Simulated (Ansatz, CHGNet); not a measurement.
## How well does each level of theory give the elastic constant C11 of fcc Cu?

Reference value: 176 GPa (measured, 0 K, extrapolated to 0 K; zero-point effects included; as tabulated in Malica and Corso (2021), arXiv:2109.00459).

Task: Which of these levels comes closest to the reference?
A. CHGNet 0.3.0 (CHGNet)
B. PBE (Ansatz, a program for electronic structure)
C. LDA (Ansatz)
D. PBEsol (Ansatz)

Result: B, PBE (Ansatz)

| level (code) | value (GPa) | cell (Å³/atom) | difference (%) |
|---|---|---|---|
| CHGNet 0.3.0 (CHGNet) | 204 | 11.83 | +15.9 |
| LDA (Ansatz) | 235 | 10.89 | +34 |
| PBE (Ansatz) | 178 | 11.95 | +1.1 |
| PBEsol (Ansatz) | 211 | 11.31 | +19.9 |

Closest of these to the reference: PBE (+1.1 %). LDA (+34 %) misses by most. Of these only PBE lands within 10 %.

The reference has no zero-point or thermal correction, while the calculations are for a static lattice, so the differences are not the levels' errors alone.  Each level is taken at its own relaxed cell. Ansatz's density-functional and Hartree–Fock values are scalar-relativistic unless marked +SOC, with PAW data made under PBE.

Machine-learned potentials (CHGNet 0.3.0) are trained on DFT data, which may include these solids.

Differences are worked out from the printed values.
